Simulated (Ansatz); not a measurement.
**Si2H4O: functionals against CCSD(T) at one geometry**

How do the functionals fare away from a minimum? The structure is a structure displaced at random from a GFN2-xTB minimum.

Program: Ansatz 0.2.0, Gaussian basis. Level of theory: single points in def2-TZVPP. These are calculated values, not measurements.

Correlated methods freeze the cores.

## 1. Starting geometry

SMILES `O[SiH]=[SiH2]`, 7 atoms, charge 0, spin multiplicity 1.

Atoms are counted from 1 here; the program's logs count them from 0.

Bond lengths: O1–Si2 1.451 Å, O1–H4 1.038 Å, Si2–Si3 2.136 Å, Si2–H5 1.335 Å, Si3–H6 1.642 Å, Si3–H7 1.496 Å. Angles: Si2–O1–H4 128.1°, O1–Si2–Si3 115.5°, O1–Si2–H5 104.3°, Si3–Si2–H5 120.1°, Si2–Si3–H6 120.1°, Si2–Si3–H7 121.0°, H6–Si3–H7 96.1°.

Geometry (Å):

```xyz
7
charge 0, multiplicity 1
O    -1.3426   -0.8329   -0.6850
Si   -0.4548    0.3104   -0.5914
Si    1.2325    0.0610    0.6952
H    -2.2916   -0.9423   -0.2780
H    -1.2743    1.3516   -0.4259
H     2.4076    1.2066    0.7446
H     2.1552   -1.1066    0.5389
```

## 2. CCSD(T)/def2-TZVPP

run/in.yaml

```yaml
crystal:
  periodic: [false, false, false]
  atoms:
    - {symbol: O, position_ang: [-1.342600, -0.832900, -0.685000]}
    - {symbol: Si, position_ang: [-0.454800, 0.310400, -0.591400]}
    - {symbol: Si, position_ang: [1.232500, 0.061000, 0.695200]}
    - {symbol: H, position_ang: [-2.291600, -0.942300, -0.278000]}
    - {symbol: H, position_ang: [-1.274300, 1.351600, -0.425900]}
    - {symbol: H, position_ang: [2.407600, 1.206600, 0.744600]}
    - {symbol: H, position_ang: [2.155200, -1.106600, 0.538900]}
basis:
  gaussian: {orbitals: def2-TZVPP}
correlation: {method: ccsd_t}
output: {forces: true}
```

The command line of these runs was not kept.

## 3. PBE0-D4/def2-TZVPP

Edit run/in.yaml of step 2 so:

```diff
@@ -12,3 +12,3 @@
   gaussian: {orbitals: def2-TZVPP}
-correlation: {method: ccsd_t}
-output: {forces: true}
+hamiltonian: {xc: pbe0, dispersion: d4}
+output: {forces: true, orbitals: {seedname: orbitals}}
```

## 4. wB97M-V/def2-TZVPP

Edit run/in.yaml of step 3 so:

```diff
@@ -12,3 +12,3 @@
   gaussian: {orbitals: def2-TZVPP}
-hamiltonian: {xc: pbe0, dispersion: d4}
-output: {forces: true, orbitals: {seedname: orbitals}}
+hamiltonian: {xc: {name: wB97M-V}}
+output: {forces: true}
```

## 5. r2SCAN-D4/def2-TZVPP

Edit run/in.yaml of step 4 so:

```diff
@@ -12,3 +12,3 @@
   gaussian: {orbitals: def2-TZVPP}
-hamiltonian: {xc: {name: wB97M-V}}
+hamiltonian: {xc: r2scan, dispersion: d4}
 output: {forces: true}
```

## 6. PBE-D4/def2-TZVPP

Edit run/in.yaml of step 5 so:

```diff
@@ -12,3 +12,3 @@
   gaussian: {orbitals: def2-TZVPP}
-hamiltonian: {xc: r2scan, dispersion: d4}
+hamiltonian: {xc: pbe, dispersion: d4}
 output: {forces: true}
```

## 7. BLYP-D4/def2-TZVPP

Edit run/in.yaml of step 6 so:

```diff
@@ -12,3 +12,3 @@
   gaussian: {orbitals: def2-TZVPP}
-hamiltonian: {xc: pbe, dispersion: d4}
+hamiltonian: {xc: {name: BLYP}, dispersion: d4}
 output: {forces: true}
```

## 8. HSE06-D4/def2-TZVPP

Edit run/in.yaml of step 7 so:

```diff
@@ -12,3 +12,3 @@
   gaussian: {orbitals: def2-TZVPP}
-hamiltonian: {xc: {name: BLYP}, dispersion: d4}
+hamiltonian: {xc: hse06, dispersion: d4}
 output: {forces: true}
```

(Steps that only read results are left out.)

**Question.** What will these runs give? Wanted: energy less free atoms, CCSD(T)/def2-TZVPP; RMS force component; RMS force error; HOMO and LUMO, PBE0-D4; T1 diagnostic.

As calculated:

| quantity | value |
| --- | --- |
| energy less free atoms, CCSD(T)/def2-TZVPP | -19.645 eV |
| RMS force component | 3.617 to 3.744 eV/Å over the methods |
| RMS force error | PBE0-D4 0.174, wB97M-V 0.151, r2SCAN-D4 0.163, PBE-D4 0.229, BLYP-D4 0.221, HSE06-D4 0.169 eV/Å |
| HOMO and LUMO, PBE0-D4 | -5.84 and -1.89 eV |
| T1 diagnostic | 0.017 |

**Reading.** Against CCSD(T) the functionals' energies less atoms differ by -0.760 to -0.352 eV, PBE-D4 by -0.760 eV. A larger basis would deepen the CCSD(T) value, while the functionals are nearly converged already, so the order here is not reliable. For forces wB97M-V does best and PBE-D4 worst. Frozen-core CCSD(T) forces in triple zeta carry basis errors of their own, and this is one geometry, so small gaps rank nothing. The restricted Hartree–Fock reference is unstable towards an unrestricted one at one or more of these structures.
